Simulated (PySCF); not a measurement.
**Excitation energies in several basis sets**

Compound: dimethylformamide, C3H7NO.
SMILES with atom numbers: `[CH3:1][N:2]([CH3:3])[CH:4]=[O:5]` (hydrogens: H6, H7, H8 on C1; H9, H10, H11 on C3; H12 on C4)

Geometry (PBE0-D3(BJ)/def2-SVP, Å), atoms numbered from 1 in this order:
```xyz
12
C3H7NO angstrom
C      1.3346    0.0492    0.3208
N     -0.0523    0.1275   -0.0401
C     -0.8387   -1.0767    0.0113
C     -0.6308    1.2986   -0.4209
O     -1.7894    1.4426   -0.7358
H      1.7930    1.0460    0.2481
H      1.4616   -0.3122    1.3566
H      1.8890   -0.6348   -0.3456
H     -1.8656   -0.8213   -0.2802
H     -0.4443   -1.8399   -0.6815
H     -0.8443   -1.5034    1.0290
H      0.1027    2.1417   -0.4107
```

TDDFT with PBE0 (PySCF), vertical singlets, core orbitals frozen in the response, spherical d and f functions. Geometry: PBE0-D3(BJ)/def2-SVP; no solvent, vibrations or thermal averaging.

| basis | functions | diffuse | S1 (eV) | S2 (eV) | S3 (eV) | S4 (eV) | S5 (eV) | LUMO (eV) | α (au) |
| --- | --- | --- | --- | --- | --- | --- | --- | --- | --- |
| 6-31G* | 84 | no | 5.93 | 7.35 | 8.14 | 8.82 | 8.88 | 1.16 | 42.1 |
| 6-31+G* | 104 | yes | 5.82 | 6.25 | 6.67 | 6.89 | 6.96 | 0.22 | 47.5 |
| def2-SVP | 105 | no | 5.87 | 7.24 | 7.37 | 8.08 | 8.17 | 0.95 | 43.1 |
| aug-cc-pVDZ | 178 | yes | 5.71 | 5.87 | 6.37 | 6.55 | 6.57 | -0.25 | 52.4 |
| def2-TZVP | 197 | no | 5.80 | 6.90 | 6.95 | 7.60 | 7.83 | 0.62 | 49.3 |
| def2-TZVPD | 251 | yes | 5.75 | 6.13 | 6.61 | 6.87 | 7.01 | 0.08 | 52.4 |

Problem. Compare the sets with the largest diffuse one.

Solution. States are compared by their number. Against the largest diffuse basis here (def2-TZVPD, itself not a converged limit), sets without diffuse functions differ by up to 0.18 eV in S1 and 1.87 eV in S5; the smaller diffuse sets differ by up to 0.07 and 0.44 eV. State by state, the largest deviation of a set without diffuse functions is S1 0.18, S2 1.22, S3 1.53, S4 1.95, S5 1.87 eV. The same number needn't mean the same state in each row. Against def2-TZVPD the polarisability deviates by -20% in 6-31G*, -9% in 6-31+G*, -18% in def2-SVP, 0% in aug-cc-pVDZ, -6% in def2-TZVP. A single + in a Pople set puts diffuse functions on heavy atoms only.
